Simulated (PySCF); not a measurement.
Gas-phase reaction: 2 H₂BNH₂ + 2 BH₂ → 2 B₂H₆ + N₂

Energies from PySCF (xtb for GFN2), thermal terms from the rigid-rotor harmonic-oscillator model, ideal gas at 1 bar. S°(298 K) at PBE0/def2-TZVP differs from the NASA 1993 table for BH₂ (+14 J/mol/K); whether the harmonic model or the table's entry is off was not settled. † marks an energy on the PBE0/def2-TZVP geometry and frequencies; other levels use their own. CCSD(T) freezes the core. Open shells (unrestricted): BH₂ (multiplicity 2); the rest are closed-shell singlets. GFN2 has no spin-polarisation term. B3LYP is the form with VWN-RPA correlation. H₂BNH₂: computed as isolated molecules; such fragments, hydroxides, amides, oligomers or adducts are transient or little studied in the gas. CCSD(T) isn't extrapolated to the basis-set limit; its ΔH°(298 K) is -397.5 kJ in def2-SVP and -401.3 kJ in def2-TZVPP. The harmonic model lacks anharmonicity and excited electronic states, which grow with temperature; levels with a mode under 35 cm⁻¹ are left out.

```json
[
 {"level": "B3LYP/def2-TZVP†", "ΔE electronic, kJ": "-366", "ΔH°(298 K), kJ": "-359", "ΔS°(298 K), J/K": "-188", "ΔG°(1200 K), kJ": "-128"},
 {"level": "CCSD(T)/def2-TZVPP†", "ΔE electronic, kJ": "-409", "ΔH°(298 K), kJ": "-401", "ΔS°(298 K), J/K": "-188", "ΔG°(1200 K), kJ": "-170"},
 {"level": "GFN2-xTB", "ΔE electronic, kJ": "-225", "ΔH°(298 K), kJ": "-232", "ΔS°(298 K), J/K": "-186", "ΔG°(1200 K), kJ": "-6"},
 {"level": "HF/def2-TZVP†", "ΔE electronic, kJ": "-217", "ΔH°(298 K), kJ": "-210", "ΔS°(298 K), J/K": "-188", "ΔG°(1200 K), kJ": "21"},
 {"level": "M06-2X/def2-TZVP†", "ΔE electronic, kJ": "-392", "ΔH°(298 K), kJ": "-385", "ΔS°(298 K), J/K": "-188", "ΔG°(1200 K), kJ": "-154"},
 {"level": "PBE/def2-TZVP†", "ΔE electronic, kJ": "-420", "ΔH°(298 K), kJ": "-413", "ΔS°(298 K), J/K": "-188", "ΔG°(1200 K), kJ": "-182"},
 {"level": "PBE0/def2-SVP†", "ΔE electronic, kJ": "-387", "ΔH°(298 K), kJ": "-379", "ΔS°(298 K), J/K": "-188", "ΔG°(1200 K), kJ": "-148"},
 {"level": "PBE0/def2-TZVP", "ΔE electronic, kJ": "-397", "ΔH°(298 K), kJ": "-390", "ΔS°(298 K), J/K": "-188", "ΔG°(1200 K), kJ": "-159"},
 {"level": "r2SCAN/def2-TZVP†", "ΔE electronic, kJ": "-388", "ΔH°(298 K), kJ": "-381", "ΔS°(298 K), J/K": "-188", "ΔG°(1200 K), kJ": "-150"}
]
```
ΔH° is lowest at PBE/def2-TZVP† and highest at HF/def2-TZVP†. No reference value is set beside these.
